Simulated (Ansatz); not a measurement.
Ansatz (an electronic-structure program) input (HF/6-31G*):

Ansatz 0.2 input:
```yaml
crystal:
  periodic: [false, false, false]
  atoms:
    - {symbol: C, position_ang: [-0.11732593, -0.15223322, 1.26606261]}
    - {symbol: N, position_ang: [0.09657573, 0.48373527, 0.05773286]}
    - {symbol: C, position_ang: [0.01340334, -0.28201973, -1.16935247]}
    - {symbol: H, position_ang: [0.04882662, 0.42807190, 2.16176395]}
    - {symbol: H, position_ang: [-0.86487752, -0.93328472, 1.27785534]}
    - {symbol: H, position_ang: [0.83640544, 1.16927281, 0.06627815]}
    - {symbol: H, position_ang: [0.78928037, -1.05561135, -1.24473288]}
    - {symbol: H, position_ang: [0.09720524, 0.38619936, -2.02630962]}
    - {symbol: H, position_ang: [-0.95933461, -0.77527729, -1.21924583]}
basis:
  gaussian:
    orbitals: 6-31G*
hamiltonian:
  xc: {name: HF}
magnetization: {spin_polarized: true, initial_magnetization: 1}
relax: {f_tol: 0.003, max_steps: 120}
```

Output:

```
WARN ansatz: RAYON_NUM_THREADS=1 ignored (pool sized by the plan → 1); use --threads N
Functional definition: HF
integrals: 0.01 GiB planned
695 factors; integrals over basis functions are off by at most 3.7e-4 eV
mean field: 0.14 GiB planned
mean field evaluation 1: about -3634.0213 eV, gradient 1.7e1 eV
mean field evaluation 2: about -3634.0769 eV, gradient 1.7e1 eV
mean field evaluation 4: about -3635.7612 eV, gradient 2.5e0 eV
mean field evaluation 8: about -3635.8259 eV, gradient 2.1e-1 eV
mean field -3635.82712096 eV, -133.6141822430 hartree, gradient 1.3e-5 eV, S^2 0.760759; 0 other end points of the search recorded, 0 dependent functions left out
the calculation of the forces begins
reference -3635.82712096 eV, -133.6141822430 hartree; 13, 12 occupied and 44, 45 virtual orbitals, 695 factors
relax step   1: F+E_penalty+E_count = -3635.82712096 eV  Δ(F+E_penalty+E_count) = +0.000e0 eV  max|allowed force component| = 7.069e-1 eV/Å  Δτ_max = 0.0000 Å  (40 SCF iters, accepted)
these checks for a lower state are left out or cut short: starts, cluster_reference, orbital_swaps, neighbouring_geometries, increment
integrals: 0.01 GiB planned
695 factors; integrals over basis functions are off by at most 3.6e-4 eV
mean field: 0.14 GiB planned
mean field evaluation 16: about -3635.7913 eV, gradient 2.4e-2 eV
mean field -3635.85187284 eV, -133.6150918578 hartree, gradient 2.0e-5 eV, S^2 0.759802; 0 other end points of the search recorded, 0 dependent functions left out
the calculation of the forces begins
reference -3635.85187284 eV, -133.6150918578 hartree; 13, 12 occupied and 44, 45 virtual orbitals, 695 factors
relax step   2: F+E_penalty+E_count = -3635.85187284 eV  Δ(F+E_penalty+E_count) = -2.475e-2 eV  max|allowed force component| = 2.357e-1 eV/Å  Δτ_max = 0.0309 Å  (39 SCF iters, accepted)
these checks for a lower state are left out or cut short: starts, cluster_reference, orbital_swaps, neighbouring_geometries, increment
integrals: 0.01 GiB planned
695 factors; integrals over basis functions are off by at most 3.6e-4 eV
mean field: 0.14 GiB planned
mean field -3635.85528175 eV, -133.6152171332 hartree, gradient 2.1e-5 eV, S^2 0.759688; 0 other end points of the search recorded, 0 dependent functions left out
the calculation of the forces begins
reference -3635.85528175 eV, -133.6152171332 hartree; 13, 12 occupied and 44, 45 virtual orbitals, 695 factors
relax step   3: F+E_penalty+E_count = -3635.85528175 eV  Δ(F+E_penalty+E_count) = -3.409e-3 eV  max|allowed force component| = 6.658e-2 eV/Å  Δτ_max = 0.0175 Å  (39 SCF iters, accepted)
these checks for a lower state are left out or cut short: starts, cluster_reference, orbital_swaps, neighbouring_geometries, increment
integrals: 0.01 GiB planned
695 factors; integrals over basis functions are off by at most 3.6e-4 eV
mean field: 0.14 GiB planned
mean field evaluation 32: about -3635.8559 eV, gradient 2.0e-3 eV
mean field -3635.85586036 eV, -133.6152383966 hartree, gradient 1.5e-5 eV, S^2 0.759697; 0 other end points of the search recorded, 0 dependent functions left out
the calculation of the forces begins
reference -3635.85586036 eV, -133.6152383966 hartree; 13, 12 occupied and 44, 45 virtual orbitals, 695 factors
relax step   4: F+E_penalty+E_count = -3635.85586036 eV  Δ(F+E_penalty+E_count) = -5.786e-4 eV  max|allowed force component| = 1.564e-2 eV/Å  Δτ_max = 0.0094 Å  (32 SCF iters, accepted)
these checks for a lower state are left out or cut short: starts, cluster_reference, orbital_swaps, neighbouring_geometries, increment
integrals: 0.01 GiB planned
695 factors; integrals over basis functions are off by at most 3.6e-4 eV
mean field: 0.14 GiB planned
mean field -3635.85591300 eV, -133.6152403311 hartree, gradient 2.2e-5 eV, S^2 0.759728; 0 other end points of the search recorded, 0 dependent functions left out
the calculation of the forces begins
reference -3635.85591300 eV, -133.6152403311 hartree; 13, 12 occupied and 44, 45 virtual orbitals, 695 factors
relax step   5: F+E_penalty+E_count = -3635.85591300 eV  Δ(F+E_penalty+E_count) = -5.264e-5 eV  max|allowed force component| = 1.343e-2 eV/Å  Δτ_max = 0.0042 Å  (28 SCF iters, accepted)
these checks for a lower state are left out or cut short: starts, cluster_reference, orbital_swaps, neighbouring_geometries, increment
integrals: 0.01 GiB planned
695 factors; integrals over basis functions are off by at most 3.6e-4 eV
mean field: 0.14 GiB planned
mean field -3635.85593551 eV, -133.6152411583 hartree, gradient 2.4e-5 eV, S^2 0.759729; 0 other end points of the search recorded, 0 dependent functions left out
the calculation of the forces begins
reference -3635.85593551 eV, -133.6152411583 hartree; 13, 12 occupied and 44, 45 virtual orbitals, 695 factors
relax step   6: F+E_penalty+E_count = -3635.85593551 eV  Δ(F+E_penalty+E_count) = -2.251e-5 eV  max|allowed force component| = 4.364e-3 eV/Å  Δτ_max = 0.0035 Å  (28 SCF iters, accepted)
these checks for a lower state are left out or cut short: starts, cluster_reference, orbital_swaps, neighbouring_geometries, increment
integrals: 0.01 GiB planned
695 factors; integrals over basis functions are off by at most 3.6e-4 eV
mean field: 0.14 GiB planned
mean field -3635.85594108 eV, -133.6152413630 hartree, gradient 2.3e-5 eV, S^2 0.759721; 0 other end points of the search recorded, 0 dependent functions left out
the calculation of the forces begins
reference -3635.85594108 eV, -133.6152413630 hartree; 13, 12 occupied and 44, 45 virtual orbitals, 695 factors
relax step   7: F+E_penalty+E_count = -3635.85594108 eV  Δ(F+E_penalty+E_count) = -5.569e-6 eV  max|allowed force component| = 2.766e-3 eV/Å  Δτ_max = 0.0031 Å  (29 SCF iters, accepted)
integrals: 0.01 GiB planned
695 factors; integrals over basis functions are off by at most 3.6e-4 eV
mean field: 0.14 GiB planned
mean field evaluation 64: about -3635.8558 eV, gradient 7.4e-2 eV
mean field -3635.85594108 eV, -133.6152413630 hartree, gradient 2.3e-5 eV, S^2 0.759721; 1 other end points of the search recorded, 0 dependent functions left out
the calculation of the forces begins
reference -3635.85594108 eV, -133.6152413630 hartree; 13, 12 occupied and 44, 45 virtual orbitals, 695 factors
Total energy: -3635.85594108 eV, -133.6152413630 hartree
Atom 0 at    -0.099246    -0.171415     1.257390 Å, force    -0.002766     0.001453     0.000342 eV/Å
Atom 1 at     0.066571     0.508201     0.050471 Å, force     0.001159    -0.000154     0.000477 eV/Å
Atom 2 at     0.013942    -0.277326    -1.163278 Å, force    -0.000511     0.001224    -0.000326 eV/Å
Atom 3 at     0.059565     0.410473     2.148205 Å, force     0.000563    -0.001017    -0.000483 eV/Å
Atom 4 at    -0.896169    -0.894765     1.281092 Å, force     0.001494     0.000075     0.000277 eV/Å
Atom 5 at     0.848173     1.129101     0.065492 Å, force    -0.000485    -0.000873    -0.000533 eV/Å
Atom 6 at     0.807948    -1.019895    -1.235917 Å, force     0.001391    -0.000637     0.000328 eV/Å
Atom 7 at     0.076139     0.380643    -2.021904 Å, force    -0.000224    -0.000001     0.000145 eV/Å
Atom 8 at    -0.936765    -0.796163    -1.211499 Å, force    -0.000621    -0.000071    -0.000225 eV/Å
Dipole moment:     0.138148     0.005330    -0.110517 e Å
```
